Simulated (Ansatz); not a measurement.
We consider bcc Cs, described by LDA in Ansatz (plane waves, PAW).

A relaxed, unreconstructed slab of the (211) face has 6 atoms, two equal faces of 40.654 Å² each and an energy of -33028.7049 eV. A bulk cell of 6 atoms with the same orientation and in-plane k mesh has -33029.2002 eV. Energies are extrapolated to zero smearing.

Numerical settings: plane-wave cutoff 500 eV, 8×12×1 k mesh (along the axes of the cell as run), Fermi–Dirac smearing 0.1 eV, scalar-relativistic PAW data made under PBE.

Worked out: γ = (E_slab − N E_bulk per atom)/2A = [-33028.7049 − 6 × (-33029.2002/6)]/(2 × 40.654) = 0.0061 eV/Å². With 16.022 J/m² per eV/Å² this is 0.10 J/m², or 0.25 eV per surface cell and face.

Ansatz is a program for electronic structure.
